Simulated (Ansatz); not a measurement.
This geometry of AlH₅NS (8 atoms, charge 1, multiplicity 1) is a first-order saddle point.

These are results of RKS B3LYP-D4/def2-mTZVP in Ansatz 0.2.0, not measurements.

```xyz
8
Properties=species:S:1:pos:R:3
N -0.744 0.753 -0.492
Al 0.962 -0.105 0.122
S 0.629 -1.380 1.841
H -1.292 0.162 -1.125
H -0.594 1.631 -0.998
H -1.374 0.963 0.288
H 2.129 0.448 -0.744
H 0.284 -2.472 1.108
```

Problem. Which two structures does it join? (They come from a converged band through this point; their orientation in space is the band's.)

Solution. No bond is made or broken. The dihedral H7–Al2–S3–H8 goes from 0 to -180°.

Image 0:

```xyz
8
Properties=species:S:1:pos:R:3
N -0.636 1.060 -0.306
Al 0.655 -0.454 -0.170
S -0.061 -1.721 1.406
H -1.357 0.903 -1.018
H -0.186 1.942 -0.566
H -1.145 1.242 0.564
H 1.801 -0.329 -1.213
H 0.929 -2.643 1.303
```

Image 8:

```xyz
8
Properties=species:S:1:pos:R:3
N -0.513 0.925 -0.146
Al 0.971 -0.415 -0.243
S 0.509 -2.296 0.685
H -1.359 0.635 -0.646
H -0.239 1.823 -0.557
H -0.818 1.135 0.809
H 2.197 0.179 -0.989
H -0.749 -1.985 1.089
```

Problem. How far does it lie above each of them?

Solution. 0.275 eV above the first and 0.163 eV above the second. This is the barrier of this one path; another mechanism may lie lower.

The run took 94 s on 1 thread of Arm Neoverse V2, with other jobs on the host, peak memory 0.14 GiB.
